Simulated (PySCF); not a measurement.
cis-1,2-difluoroethene, C2H2F2.
Numbering: `[F:1]/[CH:2]=[CH:3]\[F:4]` (hydrogens: H5 on C2; H6 on C3)

The same species was optimised twice, with GFN2-xTB and with PBE0-D3(BJ)/def2-SVP (PySCF), and the same property calculations (PySCF, gas phase) were run on both structures.

```json
{"coordinate": "C3–H6 (Å)", "GFN2-xTB": "1.079", "PBE0-D3(BJ)/def2-SVP": "1.093", "change": "+0.014"}
{"coordinate": "C2–H5 (Å)", "GFN2-xTB": "1.079", "PBE0-D3(BJ)/def2-SVP": "1.093", "change": "+0.014"}
{"coordinate": "C3–F4 (Å)", "GFN2-xTB": "1.335", "PBE0-D3(BJ)/def2-SVP": "1.325", "change": "-0.010"}
{"coordinate": "F1–C2 (Å)", "GFN2-xTB": "1.335", "PBE0-D3(BJ)/def2-SVP": "1.325", "change": "-0.010"}
{"coordinate": "C2=C3 (Å)", "GFN2-xTB": "1.321", "PBE0-D3(BJ)/def2-SVP": "1.330", "change": "+0.009"}
{"coordinate": "F4–C3–H6 (°)", "GFN2-xTB": "113.2", "PBE0-D3(BJ)/def2-SVP": "115.0", "change": "+1.8"}
{"coordinate": "F1–C2–H5 (°)", "GFN2-xTB": "113.2", "PBE0-D3(BJ)/def2-SVP": "115.0", "change": "+1.8"}
{"coordinate": "C2–C3–H6 (°)", "GFN2-xTB": "123.0", "PBE0-D3(BJ)/def2-SVP": "121.8", "change": "-1.2"}
{"coordinate": "C3–C2–H5 (°)", "GFN2-xTB": "123.1", "PBE0-D3(BJ)/def2-SVP": "121.8", "change": "-1.3"}
{"coordinate": "C2–C3–F4 (°)", "GFN2-xTB": "123.7", "PBE0-D3(BJ)/def2-SVP": "123.2", "change": "-0.5"}
{"coordinate": "F1–C2–C3 (°)", "GFN2-xTB": "123.7", "PBE0-D3(BJ)/def2-SVP": "123.2", "change": "-0.5"}
```

Rotational constants: A = 21943, B = 5727, C = 4542 MHz (GFN2-xTB) against A = 21839, B = 5802, C = 4584 MHz (PBE0-D3(BJ)/def2-SVP). Point groups within 0.08 Å: C2v and C2v.

On the GFN2-xTB structure: HOMO (eV) -7.61 [PBE0/pcSseg-1]; LUMO (eV) 0.44 [PBE0/pcSseg-1]; dipole (D) 2.39 [PBE0/pcSseg-1]; GIAO shielding of F1/F4 (mean) (ppm) 336.1 [PBE0/pcSseg-1]; GIAO shielding of C2/C3 (mean) (ppm) 41.4 [PBE0/pcSseg-1].

Question: What do these properties become on the PBE0-D3(BJ)/def2-SVP structure?

Answer: 
```csv
property,level,on GFN2-xTB,on PBE0-D3(BJ)/def2-SVP,change
HOMO (eV),PBE0/pcSseg-1,-7.61,-7.51,+0.10
LUMO (eV),PBE0/pcSseg-1,0.44,0.45,+0.01
dipole (D),PBE0/pcSseg-1,2.39,2.34,-0.05
"energy, GFN2-xTB geometry as zero (kcal/mol)",PBE0/pcSseg-1,0.0,0.0,0.0
GIAO shielding of F1/F4 (mean) (ppm),PBE0/pcSseg-1,336.1,336.3,+0.2
GIAO shielding of C2/C3 (mean) (ppm),PBE0/pcSseg-1,41.4,40.6,-0.8
```

The heavy atoms differ by 0.009 Å rms after alignment. Among all bonds C2–H5 and C3–H6 change most and about equally (+0.014 Å). Changes are differences of the printed values. Neither structure is proved a minimum here.
